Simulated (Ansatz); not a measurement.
SiH₃O, doublet: a relaxation.

in.yaml

```yaml
crystal:
  periodic: [false, false, false]
  atoms:
    - {symbol: H, position_ang: [-1.195314, -0.673881, -0.148217]}
    - {symbol: Si, position_ang: [0.098295, 0.197400, 0.088359]}
    - {symbol: O, position_ang: [-0.007092, -1.228998, -0.661831]}
    - {symbol: H, position_ang: [0.741372, 0.278710, 1.425904]}
    - {symbol: H, position_ang: [0.362839, 1.426870, -0.704116]}
basis:
  gaussian: {orbitals: 6-31G}
magnetization: {spin_polarized: true, initial_magnetization: 1}
hamiltonian: {xc: lda}
relax: {f_tol: 0.03, max_steps: 60, escape_saddle: true}
```

Command:

```bash
ansatz run in.yaml --threads 2 --pin off --events-out ev --progress --plain --max-ram 4352MiB
```

What Ansatz 0.2.0 printed:

```
Error: invalid value for `relax.escape_saddle`: a Gaussian basis doesn't support `true`; leave it out, and run phonons on the result
```

Hardware: 2 CPU threads of an Arm Neoverse V1, shared host. Wall time about 0.05 s.


The program refused the input.